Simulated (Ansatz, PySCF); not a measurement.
Species: trans-1,3-butadiene, C4H6, net charge 0, singlet state. SMILES: C=CC=C
Geometry from a B3LYP-D3(BJ)/def2-TZVP (Ansatz, a quantum-chemistry and plane-wave program) optimisation:
```xyz
10

C      0.5975     1.7431     0.0042
C      0.5995     0.4091     0.0007
C     -0.5995    -0.4091    -0.0007
C     -0.5975    -1.7431    -0.0042
H      1.5168     2.3130     0.0051
H     -0.3292     2.3053     0.0062
H      1.5464    -0.1238    -0.0012
H     -1.5464     0.1238     0.0012
H      0.3292    -2.3053    -0.0062
H     -1.5168    -2.3130    -0.0051
```
Charge 0, spin multiplicity 1.

Property: atomisation energy (electronic, to ground-state atoms), in kJ/mol. Cores are frozen in the correlated levels unless marked. Open shells are spin-unrestricted. No spin-orbit coupling. No relativistic terms. The coupled-cluster limit lacks core correlation, which all-electron functionals hold. Basis-set limits of correlation are two-point, X^-3; Hartree-Fock from the larger set. [CCSD(T)-MP2]/basis is that difference in the basis named.

```tsv
level	program	atomisation energy (kJ/mol)
HF/6-31G*	Ansatz	3166.6
HF/aug-cc-pVDZ	Ansatz	3133.7
TPSSh-D3(BJ)/def2-TZVPD	PySCF + dftd3	4259.5
CAM-B3LYP-D3(BJ)/def2-TZVPD	Ansatz + dftd3	4246.1
```

Problem. Estimate the value at RI-MP2/CBS(cc-pVTZ,cc-pVQZ)+[CCSD(T)-MP2]/cc-pVTZ as computed with Ansatz.

Solution. 4227.4 kJ/mol, so CAM-B3LYP-D3(BJ)/def2-TZVPD differs from it by 18.7 kJ/mol.
